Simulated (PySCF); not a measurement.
Gas-phase reaction: 2 SiH₂ + H₃SiSiCl₃ ⇌ 3 SiH₂Cl + SiH

Method: PySCF energies plus ideal-gas RRHO corrections (1 bar). † marks an energy on the PBE0/def2-TZVP geometry and frequencies; other levels use their own. CCSD(T) freezes the core. 6-31G* has spherical d functions here. Open shells (unrestricted): SiH₂Cl (multiplicity 2), SiH (multiplicity 2); the rest are closed-shell singlets. Spin-orbit splitting is ignored; it lowers the true energy and changes the entropy of SiH. H₃SiSiCl₃, SiH₂Cl: computed as isolated molecules; such fragments, hydroxides, amides, oligomers or adducts are transient or little studied in the gas. CCSD(T) isn't extrapolated to the basis-set limit.

CCSD(T)/def2-SVP† gives ΔH°(298 K) = 345 kJ.

**Question.** What do HF/6-31G*, BLYP/def2-TZVP†, ωB97X-V/def2-TZVP† give?

**Answer.** HF/6-31G*: 199 kJ; BLYP/def2-TZVP†: 311 kJ; ωB97X-V/def2-TZVP†: 368 kJ. For scale, ΔH°(298 K) is 345 kJ at this level, 386 kJ at ωB97M-V/def2-TZVP†, and runs from 189 to 388 kJ over the 19 levels computed.
